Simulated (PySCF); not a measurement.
How the method changes the constants of NaN

State: ³Σ⁻ (triplet), unpaired electrons π ↑↑. Set-up: basis Na def2-TZVPP, N def2-TZVPP; no relativity; PySCF 2.14. De refers to Na + N in their high-spin ground configurations, without counterpoise correction. The functionals are run spin-unrestricted. A positive dipole means Na(−)N(+). Levels whose curve was spin-contaminated or gave no clean fit are not listed.

| Level | Re (Å) | ωe (cm⁻¹) | De (eV) | μ (D) | CPU s a point (SCF and correlation, without the integrals) |
| --- | --- | --- | --- | --- | --- |
| ROHF | 2.207 | 449 | -0.78 | -8.57 | 0.31 |
| ROHF-MP2 | 2.209 | 426 | 0.61 | n/a | 0.62 |
| ROHF-SCS-MP2 | 2.215 | 422 | 0.70 | n/a | n/a |
| ROHF-CCSD | 2.230 | 395 | 0.64 | n/a | n/a |
| ROHF-CCSD(T) | 2.241 | 381 | 0.75 | n/a | 31 |
| PBE | 2.258 | 372 | 1.38 | -5.56 | 1.2 |
| B3LYP | 2.241 | 384 | 1.23 | -6.06 | 1.4 |
| B97-3 | 2.240 | 394 | 1.11 | -6.46 | 1.9 |
| LC-ωPBE | 2.203 | 431 | 1.06 | -7.89 | 1.4 |

Q: Which functional lies closest to ROHF-CCSD(T) in De, which farthest, and by how much do they differ from it?

A: Closest is LC-ωPBE (-3.8 pm in Re, +13.1 % in ωe, +0.31 eV in De against ROHF-CCSD(T) in the same basis), farthest PBE (+1.7 pm in Re, -2.4 % in ωe, +0.63 eV in De). CCSD(T) converges more slowly with the basis than the functionals do and binds too weakly in this one, so the order can change at the basis-set limit.

Q: What does second-order correlation do here, going from ROHF to ROHF-MP2?

A: ROHF-MP2 less ROHF: +0.2 pm in Re, -5.1 % in ωe, +1.39 eV in De. Correlation nearly always deepens the well. The bond lengthens, as in strong covalent bonds, where excitations into antibonding orbitals dominate.

Q: What does the triples do here, going from ROHF-CCSD to ROHF-CCSD(T)?

A: ROHF-CCSD(T) less ROHF-CCSD: +1.1 pm in Re, -3.5 % in ωe, +0.11 eV in De. Correlation nearly always deepens the well. The bond lengthens, as in strong covalent bonds, where excitations into antibonding orbitals dominate.

Correlated steps freeze 2 core orbitals. The CCSD T1 diagnostic is raised, a sign that a single reference may not be enough here. UHF is strongly spin-contaminated for NaN, so the ROHF reference used there is far from stable. A negative De means that the minimum lies above the separated atoms at that level. The state was picked by a PBE0 search and need not be the measured ground state.

The whole job (state search and all levels along the bond) took about 7.9 min on 1 thread of Arm Neoverse N1 (shared host), peak memory 1.2 GiB.
